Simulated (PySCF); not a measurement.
C₅H₁₂N (charge +1).
Atom-mapped SMILES: `[CH3:1][NH2+:2][CH2:3][CH:4]1[CH2:5][CH2:6]1` (hydrogens: H7, H8, H9 on C1; H10, H11 on N2; H12, H13 on C3; H14 on C4; H15, H16 on C5; H17, H18 on C6)

A GFN2-xTB structure was refined with PySCF, PBE0-D3(BJ)/def2-SVP geometry optimisation, gas phase. Its GFN2-xTB values:

```
 coordinate  GFN2-xTB
      C1–N2   1.475 Å
      C1–H7   1.088 Å
      N2–C3   1.498 Å
     N2–H10   1.029 Å
      C3–C4   1.505 Å
     C3–H12   1.092 Å
      C4–C5   1.505 Å
      C4–C6   1.502 Å
     C4–H14   1.082 Å
      C5–C6   1.494 Å
     C5–H15   1.078 Å
     C5–H16   1.080 Å
   C1–N2–C3    114.1°
   N2–C3–C4    109.9°
   C3–C4–C5    118.4°
   C4–C5–C6     60.1°
   C4–C6–C5     60.3°
   C5–C4–C6     59.6°
N2–C3–C4–C5       74°
C3–C4–C6–C5     -108°
```

How do these coordinates change at the PBE0-D3(BJ)/def2-SVP level?

```csv
coordinate,PBE0-D3(BJ)/def2-SVP (Å or °),change
C5–H16,1.096,+0.016
C5–H15,1.092,+0.014
C4–H14,1.096,+0.014
C3–C4,1.494,-0.011
C1–H7,1.097,+0.009
C3–H12,1.100,+0.008
C1–N2,1.483,+0.008
C4–C5,1.512,+0.007
N2–C3,1.505,+0.007
C5–C6,1.492,-0.002
C4–C6,1.502,0.000
N2–H10,1.029,0.000
C1–N2–C3,115.6,+1.5
C3–C4–C5,119.5,+1.1
N2–C3–C4,110.4,+0.5
C4–C6–C5,60.7,+0.4
C5–C4–C6,59.3,-0.3
C4–C5–C6,60.0,-0.1
N2–C3–C4–C5,77,+3
C3–C4–C6–C5,-109,-1
```

The energy falls by 1.1 kcal/mol over 4 energy and gradient evaluations, the largest force component goes from 0.0161 to 3.0e-04 Eh/bohr, and the atoms move by 0.037 Å rms after alignment. Among the bonds, C5–H16, C6–H17 and C6–H18 change most and about equally (+0.015 to +0.016 Å). Bonds longer at the end by more than 0.005 Å: 13 of 18; shorter: 1. Rotational constants go from 10114, 1707, 1620 to 10160, 1679, 1596 MHz.

The run used 144 basis functions and 25 SCF cycles in all. On one thread, Arm Neoverse V1, shared host, this took 32 s of wall time.

No frequency check.

Shape of the structure used: `[CH3:1][NH2+:2][CH2:3][CH:4]1[CH2:5][CH2:6]1`: C1–N2–C3–C4 -177°, N2–C3–C4–C5 77°.

One conformer stands for the species.
